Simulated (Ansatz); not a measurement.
Nudged elastic band run: H6SSi

Input:

```yaml
crystal:
  periodic: [false, false, false]
  atoms:
    - { symbol: Si, position_ang: [0.481193, 0.057762, -0.209067] }
    - { symbol: H, position_ang: [0.438922, -0.076662, 1.267506] }
    - { symbol: H, position_ang: [1.894629, -0.037324, -0.657293] }
    - { symbol: H, position_ang: [-0.073805, 1.369672, -0.615263] }
    - { symbol: H, position_ang: [-0.295381, -1.041103, -0.832336] }
    - { symbol: S, position_ang: [-3.148877, 0.132943, 1.067268] }
    - { symbol: H, position_ang: [-3.1217, -1.165333, 0.726851] }
    - { symbol: H, position_ang: [-2.549281, -0.112756, 2.243335] }
basis:
  gaussian: { orbitals: def2-TZVP }
hamiltonian:
  xc: r2scan
neb:
  order_check: false
  images: 5
  f_tol: 0.2
  max_iterations: 60
  final_atoms:
    - { symbol: Si, position_ang: [-0.45564632, -0.2851961, -0.61325372] }
    - { symbol: H, position_ang: [0.0052284, 0.87330805, 3.17881762] }
    - { symbol: H, position_ang: [0.74698967, -0.75452268, 0.11193779] }
    - { symbol: H, position_ang: [-0.5217314, 1.19692412, -0.58108834] }
    - { symbol: H, position_ang: [-0.39862292, -0.7297289, -2.02789384] }
    - { symbol: S, position_ang: [-2.10647429, -1.16999494, 0.42350042] }
    - { symbol: H, position_ang: [-3.04191385, -0.59646802, -0.35593738] }
    - { symbol: H, position_ang: [-0.60212928, 0.59287747, 2.85491844] }
  initial_path:
    images:
      - { positions_ang: [[0.481193, 0.057762, -0.209067], [0.438922, -0.076662, 1.267506], [1.894629, -0.037324, -0.657293], [-0.073805, 1.369672, -0.615263], [-0.295381, -1.041103, -0.832336], [-3.148877, 0.132943, 1.067268], [-3.1217, -1.165333, 0.726851], [-2.549281, -0.112756, 2.243335]] }
      - { positions_ang: [[0.322355, 0.03973887, -0.13562244], [0.28506845, -0.04570639, 1.45200976], [1.72595885, -0.02115309, -0.58958266], [-0.27748792, 1.30852902, -0.57470351], [-0.41902528, -1.09287731, -0.71383447], [-2.87964859, 0.08551053, 0.96209652], [-3.10711282, -1.07473529, 0.46944616], [-2.02440768, -0.07210734, 2.12119165]] }
      - { positions_ang: [[0.163517, 0.02171575, -0.06217788], [0.1312149, -0.01475077, 1.63651351], [1.55728869, -0.00498218, -0.52187233], [-0.48117085, 1.24738604, -0.53414401], [-0.54266957, -1.14465161, -0.59533294], [-2.61042018, 0.03807805, 0.85692503], [-3.09252564, -0.98413758, 0.21204132], [-1.49953436, -0.03145869, 1.99904829]] }
      - { positions_ang: [[0.004679, 0.00369262, 0.01126668], [-0.02263866, 0.01620484, 1.82101727], [1.38861854, 0.01118873, -0.45416199], [-0.68485377, 1.18624305, -0.49358452], [-0.66631385, -1.19642592, -0.47683141], [-2.34119177, -0.00935442, 0.75175355], [-3.07793846, -0.89353987, -0.04536351], [-0.97466103, 0.00918997, 1.87690494]] }
      - { positions_ang: [[-0.14876277, -0.09260362, -0.19690679], [-0.01334964, 0.30190591, 2.27361738], [1.17474225, -0.2440484, -0.26546206], [-0.63047965, 1.18980341, -0.52275246], [-0.57708354, -1.04086025, -0.99385222], [-2.26295261, -0.3962346, 0.64233584], [-3.06593026, -0.79451592, -0.14888814], [-0.85048378, 0.20375247, 2.20290944]] }
      - { positions_ang: [[-0.30220455, -0.18889986, -0.40508025], [-0.00406062, 0.58760698, 2.7262175], [0.96086596, -0.49928554, -0.07676213], [-0.57610552, 1.19336377, -0.5519204], [-0.48785323, -0.88529458, -1.51087303], [-2.18471345, -0.78311477, 0.53291813], [-3.05392205, -0.69549197, -0.25241276], [-0.72630653, 0.39831497, 2.52891394]] }
      - { positions_ang: [[-0.45564632, -0.2851961, -0.61325372], [0.0052284, 0.87330805, 3.17881762], [0.74698967, -0.75452268, 0.11193779], [-0.5217314, 1.19692412, -0.58108834], [-0.39862292, -0.7297289, -2.02789384], [-2.10647429, -1.16999494, 0.42350042], [-3.04191385, -0.59646802, -0.35593738], [-0.60212928, 0.59287747, 2.85491844]] }
```

Command:

```bash
$ ansatz run input.yaml --threads 4 --pin off --max-ram 5120MiB --backend cpu --events-out ev --progress --plain --runs-dir out
```

Output, in part (warnings, iteration lines, the closing report on the highest movable image, with atoms numbered from 0):

```
NEB end point (image 0): max|allowed force component| = 1.063e-2 eV/Å (the criterion of neb.relax_end_points is 4.000e-2)
NEB end point (image 6): max|allowed force component| = 2.540e-2 eV/Å (the criterion of neb.relax_end_points is 4.000e-2)
NEB iter   1: max|band force component| = 6.706e0 eV/Å  barrier→ = 3.7013 eV  barrier← = 4.0638 eV  Δτ_max = 0.2000 Å  (181 SCF iters)
NEB iter   2: max|band force component| = 3.587e0 eV/Å  barrier→ = 2.7992 eV  barrier← = 3.1617 eV  Δτ_max = 0.2000 Å  (152 SCF iters)
NEB iter   3: max|band force component| = 1.173e0 eV/Å  barrier→ = 2.0542 eV  barrier← = 2.4166 eV  Δτ_max = 0.2000 Å  (159 SCF iters)
NEB iter   4: max|band force component| = 1.277e0 eV/Å  barrier→ = 1.5648 eV  barrier← = 1.9273 eV  Δτ_max = 0.1015 Å  (147 SCF iters)
NEB iter   5: max|band force component| = 7.409e-1 eV/Å  barrier→ = 1.2349 eV  barrier← = 1.5973 eV  Δτ_max = 0.1010 Å  (139 SCF iters)
NEB iter   6: max|band force component| = 1.350e0 eV/Å  barrier→ = 1.3104 eV  barrier← = 1.6728 eV  CI = image 2  Δτ_max = 0.1003 Å  (141 SCF iters)
NEB iter   7: max|band force component| = 1.017e0 eV/Å  barrier→ = 1.5599 eV  barrier← = 1.9224 eV  CI = image 2  Δτ_max = 0.1000 Å  (140 SCF iters)
NEB iter   8: max|band force component| = 1.058e0 eV/Å  barrier→ = 1.6643 eV  barrier← = 2.0268 eV  CI = image 2  Δτ_max = 0.2000 Å  (140 SCF iters)
NEB iter   9: max|band force component| = 6.465e-1 eV/Å  barrier→ = 2.0193 eV  barrier← = 2.3817 eV  CI = image 2  Δτ_max = 0.1913 Å  (143 SCF iters)
NEB iter  10: max|band force component| = 4.419e-1 eV/Å  barrier→ = 2.0076 eV  barrier← = 2.3700 eV  CI = image 2  Δτ_max = 0.1363 Å  (140 SCF iters)
NEB iter  11: max|band force component| = 2.630e-1 eV/Å  barrier→ = 1.9901 eV  barrier← = 2.3526 eV  CI = image 2  Δτ_max = 0.1571 Å  (141 SCF iters)
NEB iter  12: max|band force component| = 6.155e-1 eV/Å  barrier→ = 1.9805 eV  barrier← = 2.3430 eV  CI = image 2  Δτ_max = 0.0778 Å  (140 SCF iters)
NEB iter  13: max|band force component| = 1.642e-1 eV/Å  barrier→ = 1.9716 eV  barrier← = 2.3341 eV  CI = image 2  Δτ_max = 0.0000 Å  (273 SCF iters)
Total energy: -18807.29200747 eV, -691.1552332341 hartree
Atom 0 at    -0.214236     0.046042    -0.097656 Å, force    -0.102249     0.017657     0.102274 eV/Å
Atom 1 at    -0.087733    -0.165658     1.625950 Å, force     0.021127     0.000451    -0.066774 eV/Å
Atom 2 at     1.267578    -0.065443     0.052303 Å, force     0.124664    -0.027733     0.006257 eV/Å
Atom 3 at    -0.391062     1.393138    -0.685999 Å, force     0.009939    -0.000879     0.012301 eV/Å
Atom 4 at    -0.571909    -1.152967    -0.886365 Å, force    -0.009067     0.003031    -0.016189 eV/Å
Atom 5 at    -2.570388     0.222405     0.744253 Å, force    -0.036355     0.054519    -0.008950 eV/Å
Atom 6 at    -2.785601    -1.099272     0.677938 Å, force    -0.008274    -0.080129     0.016499 eV/Å
Atom 7 at    -1.020949    -0.051046     1.560577 Å, force     0.000213     0.033082    -0.045419 eV/Å
Dipole moment:     0.240756    -0.190870     0.033300 e Å
```

The run converged. The threshold of 0.2 eV/Å is loose, so the images may lie well off the minimum-energy path. Neighbouring images differ by up to 2.1 eV, so the band resolves the path poorly. The order of the stationary point at the top wasn't checked. The orbitals stay closed-shell, which can raise the energy where a bond breaks towards radicals; this wasn't checked here.

Final band (atoms are numbered from 1 in the order of the input):

```csv
image,path coordinate (Å),energy (kJ/mol),Si1–H2 (Å),S6–H8 (Å),Si1–S6 (Å)
0,0.00,0.0,1.48,1.34,3.85
1,1.23,11.8,1.49,1.35,3.39
2,2.46,190.2,1.74,1.77,2.51
3,4.01,-10.5,2.92,2.49,2.15
4,5.57,-34.0,4.10,3.66,2.14
5,7.13,-34.0,3.95,3.30,2.14
6,8.70,-35.0,3.99,3.36,2.14
```

The run took 84 s on 4 threads of Arm Neoverse V1 (shared host), peak memory 0.19 GiB.
